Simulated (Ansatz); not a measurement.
Run this with the Python package of Ansatz (0.2.0) and show what comes out.

`f2os_methods.py`:
```python
# -*- coding: utf-8 -*-
'''One geometry of F2OS, method by method.'''

from pathlib import Path
import logging
import sys

import ansatz as az
import numpy as np

logging.basicConfig(stream=sys.stdout, format='[%(levelname)s] %(message)s')
logger = logging.getLogger('f2os')
logger.setLevel(logging.INFO)

config = {
    'basis_set': 'def2-SVP',
}

GEOMETRY = '''
O     0.94401    0.05996   -1.03780
S    -0.13378   -0.43967   -0.27929
F    -1.16954    0.84024    0.00095
F     0.35932   -0.46053    1.31613
'''


def main():
    mol = az.Crystal.molecule()
    for line in GEOMETRY.strip().splitlines():
        symbol, *xyz = line.split()
        mol = mol.atom(symbol, [float(v) for v in xyz])

    job = mol.calculation().basis(gaussian=config['basis_set'])

    logger.info('functional    E (Ha)        dipole (D)   HOMO (eV)  LUMO (eV)')
    for name in ['pbe', 'revpbe', 'blyp', 'b3lyp', 'hse06', 'lda']:
        r = job.functional(name).forces().orbitals().run(threads=1, pin='off', runs_dir='runs').report
        lines = Path(r['orbitals_path']).read_text().splitlines()
        field_of = lambda key: [line.split('=')[1].strip() for line in lines if line.startswith(key)]
        orbitals = [(27.211386 * float(e), s, float(n)) for e, s, n in zip(field_of('Ene='), field_of('Spin='), field_of('Occup='))]
        homo = max(e for e, _, n in orbitals if n > 0.5)
        lumo = min(e for e, _, n in orbitals if n < 0.5)
        dipole = 4.803205 * np.linalg.norm(r['charge_distribution']['dipole_moment_e_ang'])
        logger.info(f'{name:10s} {r["free_energy_ev"] / 27.211386246:14.6f} {dipole:9.3f} {homo:11.3f} {lumo:10.3f}')


if __name__ == '__main__':
    main()
```

Output of `python f2os_methods.py`:
```text
[INFO] functional    E (Ha)        dipole (D)   HOMO (eV)  LUMO (eV)
[INFO] pbe           -672.290785     1.692      -8.135     -2.481
[INFO] revpbe        -672.554284     1.687      -8.081     -2.408
[INFO] blyp          -672.693138     1.742      -7.963     -2.296
[INFO] b3lyp         -672.714644     1.947      -9.517     -1.806
[INFO] hse06         -672.281166     1.941      -9.441     -2.025
[INFO] lda           -669.562416     1.715      -8.324     -2.720
```

Caveats:
- Total energies depend on the basis set; only differences at equal settings carry meaning.
- The geometry is a force-field or estimated start, not a minimum of this method, and the basis set is short of its limit. A lower total doesn't mark the better method: functionals have no common bound, and MP2 and coupled cluster aren't variational.
- b3lyp holds the VWN-RPA fit, as in Gaussian; the form of ORCA and Turbomole is b3lyp5.
- Levels such as HOMO and LUMO are orbital energies: with these approximate functionals they aren't the ionisation energy and electron affinity, and their gap isn't the fundamental gap.
- hse06 follows the composition of plane-wave codes, whose totals differ by tens of mHa, up to about 0.1 Ha, from the form usual in Gaussian-basis programs (wpbeh).
- It ran for 5.9 s on 1 thread of Arm Neoverse V2, on a shared host, peak memory 0.18 GiB.

(A comment or docstring line of the script was reworded after the run, the code is as it ran; lines on the test bed's own set-up are left out of the output.)
